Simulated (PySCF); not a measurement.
Ethylamine, C₂H₇N, SMILES CCN, point group Cs.

Force field and properties: PBE0/pcSseg-1 (PySCF, grid level 2). Vibrational terms come from second-order perturbation theory with semi-diagonal cubic constants, by steps of ±0.6 along the normal coordinates of each isotopologue. The parent has the commonest isotopes.

Equilibrium geometry (Å):

```tsv
atom	x	y	z
C1	-1.0123	-0.3264	0.1106
C2	0.1522	0.6136	-0.1754
N3	1.4823	0.0375	-0.0657
H4	-1.0115	-1.1786	-0.5811
H5	-0.9549	-0.7270	1.1310
H6	-1.9786	0.1838	0.0081
H7	0.1049	1.4757	0.5027
H8	0.0508	1.0292	-1.1865
H9	1.6256	-0.3386	0.8686
H10	1.5770	-0.7504	-0.7024
```

Species: parent. Output of the displacement run:

```
mode    cm-1    km/mol   phi_rrr   E(+)/cm-1  E(-)/cm-1
  1    258.63    10.19       3.9      59.76      59.63
  2    313.26    41.25      27.7      74.18      71.34
  3    405.35     6.78     -42.4      71.84      74.96
  4    781.60     1.98      -0.8     142.24     142.35
  5    858.21   177.84     345.9     170.45     145.30
  6    899.60     7.46    -113.9     158.33     166.42
  7   1008.24     1.30       0.9     182.10     182.18
  8   1088.12    31.54    -140.7     190.95     201.13
  9   1164.78    11.31    -183.6     203.22     216.43
 10   1267.59     0.00      -0.3     228.35     228.30
 11   1372.25     8.34      24.2     248.27     246.38
 12   1392.84     0.06      -0.7     250.94     250.83
 13   1403.97    20.15     -96.6     249.51     256.43
 14   1478.91     0.46      58.4     268.39     264.15
 15   1482.57    12.82     -16.4     266.35     267.47
 16   1495.57     5.87      26.1     270.25     268.34
 17   1655.34    25.10    -140.3     293.10     303.20
 18   3031.61    21.34   -1048.9     509.65     585.09
 19   3047.17    35.18    1317.4     598.49     503.80
 20   3083.42     7.17      30.7     558.26     556.08
 21   3116.49    33.84     882.2     595.69     532.31
 22   3118.28    45.38     118.1     567.62     559.19
 23   3497.40     0.20    1626.1     691.50     574.55
 24   3583.34     1.10      -5.8     648.57     648.89
```

For the shielding of H7 (σe = 28.87 ppm):

```json
{"mode": "1", "ω (cm⁻¹)": "259", "Σr φrrs (cm⁻¹)": "19", "∂σ/∂q": "-0.067", "∂²σ/∂q²": "-0.060"}
{"mode": "2", "ω (cm⁻¹)": "313", "Σr φrrs (cm⁻¹)": "75", "∂σ/∂q": "-0.128", "∂²σ/∂q²": "-0.103"}
{"mode": "3", "ω (cm⁻¹)": "405", "Σr φrrs (cm⁻¹)": "-184", "∂σ/∂q": "-0.071", "∂²σ/∂q²": "-0.014"}
{"mode": "4", "ω (cm⁻¹)": "782", "Σr φrrs (cm⁻¹)": "-13", "∂σ/∂q": "-0.031", "∂²σ/∂q²": "-0.333"}
{"mode": "5", "ω (cm⁻¹)": "858", "Σr φrrs (cm⁻¹)": "103", "∂σ/∂q": "0.067", "∂²σ/∂q²": "-0.057"}
{"mode": "6", "ω (cm⁻¹)": "900", "Σr φrrs (cm⁻¹)": "-653", "∂σ/∂q": "-0.067", "∂²σ/∂q²": "-0.068"}
{"mode": "7", "ω (cm⁻¹)": "1008", "Σr φrrs (cm⁻¹)": "12", "∂σ/∂q": "-0.097", "∂²σ/∂q²": "-0.190"}
{"mode": "8", "ω (cm⁻¹)": "1088", "Σr φrrs (cm⁻¹)": "-275", "∂σ/∂q": "-0.154", "∂²σ/∂q²": "-0.062"}
{"mode": "9", "ω (cm⁻¹)": "1165", "Σr φrrs (cm⁻¹)": "-626", "∂σ/∂q": "-0.052", "∂²σ/∂q²": "-0.056"}
{"mode": "10", "ω (cm⁻¹)": "1268", "Σr φrrs (cm⁻¹)": "10", "∂σ/∂q": "0.058", "∂²σ/∂q²": "-0.225"}
{"mode": "11", "ω (cm⁻¹)": "1372", "Σr φrrs (cm⁻¹)": "-111", "∂σ/∂q": "0.081", "∂²σ/∂q²": "-0.304"}
{"mode": "12", "ω (cm⁻¹)": "1393", "Σr φrrs (cm⁻¹)": "-16", "∂σ/∂q": "-0.108", "∂²σ/∂q²": "-0.353"}
{"mode": "13", "ω (cm⁻¹)": "1404", "Σr φrrs (cm⁻¹)": "28", "∂σ/∂q": "0.075", "∂²σ/∂q²": "-0.129"}
{"mode": "14", "ω (cm⁻¹)": "1479", "Σr φrrs (cm⁻¹)": "-85", "∂σ/∂q": "0.047", "∂²σ/∂q²": "-0.218"}
{"mode": "15", "ω (cm⁻¹)": "1483", "Σr φrrs (cm⁻¹)": "-20", "∂σ/∂q": "-0.004", "∂²σ/∂q²": "-0.004"}
{"mode": "16", "ω (cm⁻¹)": "1496", "Σr φrrs (cm⁻¹)": "11", "∂σ/∂q": "0.149", "∂²σ/∂q²": "-0.356"}
{"mode": "17", "ω (cm⁻¹)": "1655", "Σr φrrs (cm⁻¹)": "144", "∂σ/∂q": "0.065", "∂²σ/∂q²": "-0.040"}
{"mode": "18", "ω (cm⁻¹)": "3032", "Σr φrrs (cm⁻¹)": "-270", "∂σ/∂q": "-0.086", "∂²σ/∂q²": "-0.009"}
{"mode": "19", "ω (cm⁻¹)": "3047", "Σr φrrs (cm⁻¹)": "1375", "∂σ/∂q": "1.869", "∂²σ/∂q²": "0.338"}
{"mode": "20", "ω (cm⁻¹)": "3083", "Σr φrrs (cm⁻¹)": "15", "∂σ/∂q": "-1.298", "∂²σ/∂q²": "0.157"}
{"mode": "21", "ω (cm⁻¹)": "3116", "Σr φrrs (cm⁻¹)": "-3", "∂σ/∂q": "0.253", "∂²σ/∂q²": "-0.007"}
{"mode": "22", "ω (cm⁻¹)": "3118", "Σr φrrs (cm⁻¹)": "0", "∂σ/∂q": "0.593", "∂²σ/∂q²": "0.020"}
{"mode": "23", "ω (cm⁻¹)": "3497", "Σr φrrs (cm⁻¹)": "-896", "∂σ/∂q": "0.066", "∂²σ/∂q²": "-0.021"}
{"mode": "24", "ω (cm⁻¹)": "3583", "Σr φrrs (cm⁻¹)": "4", "∂σ/∂q": "0.041", "∂²σ/∂q²": "-0.022"}
```

**Question.** Work out the zero-point average of this shielding.

**Answer.** With ⟨qs⟩ = −Σr φrrs/(4ωs) and ⟨qs²⟩ = 1/2: the mean displacements are -0.019, -0.060, 0.113, 0.004, -0.030, 0.181, -0.003, 0.063, 0.134, -0.002, 0.020, 0.003, -0.005, 0.014, 0.003, -0.002, -0.022, 0.022, -0.113, -0.001, 0.000, 0.000, 0.064, 0.000. The anharmonic term Σ (∂σ/∂q)⟨q⟩ is -0.24 ppm, the harmonic term ¼ Σ ∂²σ/∂q² is -0.53 ppm, so ⟨σ⟩ = 28.10 ppm.

Internal rotors are held in one well.
